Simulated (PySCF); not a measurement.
methanidylidynesulfanium (CS), SMILES [C-]#[S+].

Geometry: B3LYP-D3(BJ)/def2-TZVPD.

These are B3LYP-D3(BJ)/def2-TZVPD in PySCF values and carry that method's errors.

Frequencies are harmonic and unscaled.

```json
[
 {"mode": "1", "ν (cm⁻¹)": "1309", "IR (km/mol)": "88.3", "moving atoms (share of kinetic energy)": "C 73 %, S 27 %"}
]
```
